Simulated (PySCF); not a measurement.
From a log to its input

A PySCF 2.14 run on the atoms B 0 0 0; C 0 0 1.317 (angstrom) printed this (some set-up lines and the per-cycle HOMO/LUMO lines with their warnings removed):

```
PySCF version 2.14.0


nuclear repulsion = 12.0541505904328
number of shells = 10
number of NR pGTOs = 50
number of NR cGTOs = 18
basis = lanl2dz
ecp = {}

******** <class 'pyscf.dft.uks.UKS'> ********
method = UKS
initial guess = minao
damping factor = 0
level_shift factor = 0
DIIS = <class 'pyscf.scf.diis.CDIIS'>
SCF conv_tol = 1e-09
SCF max_cycles = 50
number electrons alpha = 7  beta = 5
XC functionals = scan

grids dens level: 3
tot grids = 28168
init E= -62.7837775587704

cycle= 1 E= -62.6070094981332  delta_E= 0.177  |g|= 0.284  |ddm|= 1.39

cycle= 2 E= -62.2348516987971  delta_E= 0.372  |g|= 0.705  |ddm|= 1.28
cycle= 3 E= -62.6558803884571  delta_E= -0.421  |g|= 0.147  |ddm|= 1.01
cycle= 4 E= -62.6744788067762  delta_E= -0.0186  |g|= 0.0237  |ddm|= 0.253
cycle= 5 E= -62.6749947198874  delta_E= -0.000516  |g|= 0.00128  |ddm|= 0.0449
cycle= 6 E= -62.6749970742614  delta_E= -2.35e-06  |g|= 0.00143  |ddm|= 0.0053
cycle= 7 E= -62.6749995685764  delta_E= -2.49e-06  |g|= 0.000407  |ddm|= 0.00278
cycle= 8 E= -62.6750003522685  delta_E= -7.84e-07  |g|= 0.000187  |ddm|= 0.00285
cycle= 9 E= -62.6750006785764  delta_E= -3.26e-07  |g|= 7.42e-05  |ddm|= 0.00188
cycle= 10 E= -62.6750009014429  delta_E= -2.23e-07  |g|= 7.09e-05  |ddm|= 0.00134
[29 cycles left out]
cycle= 40 E= -62.6749989011853  delta_E= -2.5e-07  |g|= 2.01e-05  |ddm|= 0.0152
cycle= 41 E= -62.674998806301  delta_E= 9.49e-08  |g|= 1.25e-05  |ddm|= 0.00551
cycle= 42 E= -62.6749988074291  delta_E= -1.13e-09  |g|= 1.24e-05  |ddm|= 7.94e-05
cycle= 43 E= -62.6749988445957  delta_E= -3.72e-08  |g|= 1.51e-05  |ddm|= 0.00246
cycle= 44 E= -62.6749988634296  delta_E= -1.88e-08  |g|= 1.64e-05  |ddm|= 0.00109
cycle= 45 E= -62.6749987025128  delta_E= 1.61e-07  |g|= 1.51e-05  |ddm|= 0.0107
cycle= 46 E= -62.6749987258812  delta_E= -2.34e-08  |g|= 1.38e-05  |ddm|= 0.00141
cycle= 47 E= -62.6749986348341  delta_E= 9.1e-08  |g|= 1.99e-05  |ddm|= 0.00482
cycle= 48 E= -62.6749987187358  delta_E= -8.39e-08  |g|= 1.43e-05  |ddm|= 0.00437
cycle= 49 E= -62.6749987194043  delta_E= -6.69e-10  |g|= 1.41e-05  |ddm|= 4.03e-05
Extra cycle  E= -62.6749987215953  delta_E= -2.19e-09  |g|= 1.27e-05  |ddm|= 0.000127
converged SCF energy = -62.6749987215953  <S^2> = 2.0058223  2S+1 = 3.003879
**** SCF Summaries ****
Total Energy =                         -62.674998721595308
Nuclear Repulsion Energy =              12.054150590432805
One-electron Energy =                 -110.202653657433586
Two-electron Energy =                   35.473504345405466
Two-electron Coulomb Energy =           44.999642088205064
DFT Exchange-Correlation Energy =       -9.526137742799598
**** MO energy ****
                             alpha | beta                alpha | beta
MO #1   energy= -9.80847268447804  | -9.78581350194428  occ= 1 | 1
MO #2   energy= -6.38941323944954  | -6.378871156168    occ= 1 | 1
MO #3   energy= -0.382531192641878 | -0.320517902442019 occ= 1 | 1
MO #4   energy= -0.0461081769200509 | 0.0283971113136721 occ= 1 | 1
MO #5   energy= -0.0169946884274805 | 0.0420466400295869 occ= 1 | 1
MO #6   energy= 0.0234680273081762 | 0.0773725708234501 occ= 1 | 0
MO #7   energy= 0.0319520640995659 | 0.114577794475554  occ= 1 | 0
MO #8   energy= 0.224487259598005  | 0.268237220421499  occ= 0 | 0
MO #9   energy= 0.247917242320929  | 0.28715609833956   occ= 0 | 0
MO #10  energy= 0.319439650045048  | 0.335395879755804  occ= 0 | 0
MO #11  energy= 0.395913830782091  | 0.431585944712589  occ= 0 | 0
MO #12  energy= 0.409717911947012  | 0.445772125909554  occ= 0 | 0
MO #13  energy= 0.478664295973116  | 0.518014929020909  occ= 0 | 0
MO #14  energy= 0.586324540663338  | 0.6426354595052    occ= 0 | 0
MO #15  energy= 0.629093713023398  | 0.655238107849355  occ= 0 | 0
MO #16  energy= 0.650837428224978  | 0.676562467638879  occ= 0 | 0
MO #17  energy= 0.98997552002471   | 1.04606148721488   occ= 0 | 0
MO #18  energy= 1.19652732669035   | 1.22153715160552   occ= 0 | 0

To work with the spin densities directly, `use mulliken_meta_spin()` only printing them here.

 ** Mulliken spin pop alpha/beta on meta-lowdin orthogonal AOs **
 ** Mulliken Spin Density (per AO)  **
 ** Mulliken Spin Density (per atom)  **
spin density of  0 B =      1.19585
spin density of  1 C =      0.80415
 ** Mulliken pop alpha/beta on meta-lowdin orthogonal AOs **
 ** Mulliken pop       alpha | beta **
pop of  0 B 1s        0.99992 | 0.99988
pop of  0 B 2s        0.73960 | 0.44991
pop of  0 B 3s        0.02117 | 0.00086
pop of  0 B 2px       0.47535 | 0.37118
pop of  0 B 2py       0.45315 | 0.07545
pop of  0 B 2pz       0.65956 | 0.24470
pop of  0 B 3px       0.00188 | 0.00299
pop of  0 B 3py       0.00071 | 0.00061
pop of  0 B 3pz       0.01007 | 0.01998
pop of  1 C 1s        0.99996 | 0.99997
pop of  1 C 2s        0.74240 | 0.69508
pop of  1 C 3s        0.01244 | 0.00621
pop of  1 C 2px       0.52222 | 0.45520
pop of  1 C 2py       0.54574 | 0.09256
pop of  1 C 2pz       0.80928 | 0.57431
pop of  1 C 3px       0.00055 | 0.00166
pop of  1 C 3py       0.00040 | 0.00034
pop of  1 C 3pz       0.00560 | 0.00911
In total             7.00000 | 5.00000
 ** Mulliken atomic charges   ( Nelec_alpha | Nelec_beta ) **
charge of  0B =     -0.52698  (     3.36142      2.16557 )
charge of  1C =     -0.47302  (     3.63858      2.83443 )

WARN: System has nonzero charge -1; the dipole moment is origin-dependent.
Location of origin: [0. 0. 0.]

Dipole moment(X, Y, Z, Debye):  0.00000,  0.00000, -3.79575
orbital energies (hartree): [array([-0.017 ,  0.0235,  0.032 ,  0.2245,  0.2479,  0.3194]), array([-0.3205,  0.0284,  0.042 ,  0.0774,  0.1146,  0.2682])]
```

**Question.** Write the input that gave this log.

**Answer.** The input was:

```python
from pyscf import gto, dft

mol = gto.M(
    atom='B 0 0 0; C 0 0 1.317',
    basis='lanl2dz',
    charge=-1,
    spin=2,
    verbose=4,
)
mf = dft.UKS(mol, xc='scan')
mf.kernel()
mf.analyze()
print('orbital energies (hartree):', [e[max(0, n-3):n+3].round(4) for e, n in zip(mf.mo_energy, mol.nelec)])
```

The basis has no diffuse functions, which an anion needs. The bond length is a typed value, not an optimised one. The dipole of an ion depends on the origin. No search for the lowest solution was made.
